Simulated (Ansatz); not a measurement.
Two shapes of singlet C3H4.

Shape 1:

```xyz
7

C     0.0000    0.0000   -1.2389
C     0.0000    0.0000    0.2145
C     0.0000    0.0000    1.4252
H     0.0000   -1.0275   -1.6347
H    -0.8899    0.5138   -1.6347
H     0.8899    0.5138   -1.6347
H     0.0000    0.0000    2.4993
```

Shape 2:

```xyz
7

C     0.0000    0.0000   -1.1398
C     0.0000    0.0000    0.1973
C     0.0000    0.0000    1.3112
H     0.0000   -0.9454   -1.5039
H    -0.8187    0.4727   -1.5039
H     0.8187    0.4727   -1.5039
H     0.0000    0.0000    2.2994
```

Basis set: def2-TZVP (spherical functions). Correlated methods keep 3 orbitals frozen. Charge 0, multiplicity 1.

Computed with Ansatz (development build ahead of 0.2.0); each method stands on the lowest determinant of its kind that the runs found.

Problem. Which shape is lower in energy, and by how much in each method?

Solution.

```csv
method,E(2) − E(1) (eV)
RHF,1.039
RHF-MP2,1.415
```

Shape 1 is lower. Caution: no unrestricted run beside it, a lower state can exist.
